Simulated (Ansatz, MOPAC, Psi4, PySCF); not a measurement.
Reaction (SMILES): ClC(Cl)C(Cl)Cl + 5 [H][H] (H2) -> 2 C (CH4) + 4 Cl (HCl)

Wanted: energy of full hydrogenation (enthalpy at 298 K), in kcal/mol. Set-up: non-relativistic; 6-31G* and kin with 6d, 5d where marked; dispersion terms only where a functional's name holds one; spin-orbit terms left out. Ab initio and DFT rows: single points at B3LYP-D3(BJ) geometries (Ansatz, an electronic-structure program), with unscaled harmonic terms from B3LYP/6-31G* (Ansatz) at its own minima. Semi-empirical rows: MOPAC heats of formation at their own minima for 298 K.

| species | coefficient | E at wB97X-D/6-31G* (Psi4), Eh | E at M06-2X/def2-TZVPD (PySCF), Eh | H(298 K) - E, kcal/mol | heat of formation at MNDO (MOPAC), kcal/mol |
|---|---|---|---|---|---|
| ClC(Cl)C(Cl)Cl | -1 | -1918.09904 | -1918.20239 | 29.50 | -37.78 |
| [H][H] (H2) | -5 | -1.17193 | -1.16852 | 8.44 | 0.72 |
| C (CH4) | +2 | -40.50183 | -40.50048 | 30.76 | -11.96 |
| Cl (HCl) | +4 | -460.77784 | -460.79945 | 6.28 | -15.26 |

Measured values: Active Thermochemical Tables 1.112 (ions: stationary electron), as tabulated in the package chemicals; CRC Handbook, as tabulated in the package chemicals; they hold spin-orbit and core effects, anharmonicity and other conformers.  Value to compare with, the measured value: -88.1 kcal/mol. 1 Eh = 627.5095 kcal/mol.

Task: Compute it at each level from the table, and compare with the measured value.

Result: 
- wB97X-D/6-31G*: the sum of coefficient times E is -0.15633 Eh, or -98.10 kcal/mol; the thermal terms add 14.94. Result: -83.2 kcal/mol. Its error against the measured value is 4.9 kcal/mol.
- M06-2X/def2-TZVPD: the sum of coefficient times E is -0.15377 Eh, or -96.49 kcal/mol; the thermal terms add 14.94. Result: -81.6 kcal/mol. Its error against the measured value is 6.5 kcal/mol.
- MNDO: the sum of coefficient times heat of formation is -50.78 kcal/mol; it needs no thermal term. Its error against the measured value is 37.3 kcal/mol.
